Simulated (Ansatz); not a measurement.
All numbers were calculated with Ansatz.

Basis-set series for Si$_{2}$, SMILES `[Si]=[Si]` (triplet). Total charge 0; spin multiplicity 3. All single points use the PBE0-D4/def2-TZVP geometry.

```csv
functional,basis,functions,energy (Eh),HOMO (eV),LUMO (eV)
PBE0-D4,def2-TZVPP,84,-578.62342,-5.79,-3.59
PBE0-D4,def2-QZVPP,140,-578.64200,-5.82,-3.61
ωB97M-V,def2-TZVPP,84,-578.82902,-7.59,-1.73
ωB97M-V,def2-QZVPP,140,-578.84722,-7.64,-1.81
```

**Question.** Give the rows for def2-SVP. (Estimate.)

**Answer.** The calculation gave: 
```
functional     basis  functions  energy (Eh)  HOMO (eV)  LUMO (eV)
   PBE0-D4  def2-SVP         36   -578.42576      -5.83      -3.68
   ωB97M-V  def2-SVP         36   -578.63152      -7.59      -1.72
```

HOMO and LUMO are taken over both spins.
